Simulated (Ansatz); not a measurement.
fcc Au, treated with rVV10 (plane waves, PAW; Ansatz, an electronic-structure program).

Numerical settings: plane-wave cutoff 500 eV, 30×30×30 k mesh, Fermi–Dirac smearing 0.1 eV, scalar-relativistic PAW data made under PBE.

Computed at the level's own relaxed cell.

Estimate the equilibrium volume per atom and lattice constant a that the calculation returns.


equilibrium volume per atom: 18.49 Å³/atom
lattice constant a: 4.197 Å

Measured, for comparison: equilibrium volume per atom 16.76 Å³/atom, lattice constant a 4.062 Å (static lattice: zero-point anharmonic expansion removed; as tabulated in Mejia-Rodriguez and Trickey (2018), arXiv:1807.09216). Computed (rounded) less measured: equilibrium volume per atom +10.3 %, lattice constant a +3.3 %.

Spin–orbit coupling is not included; it can shift volumes and moduli of such heavy elements.

Computed values are for the static lattice.

The result took about 70 core-seconds (a rough figure).
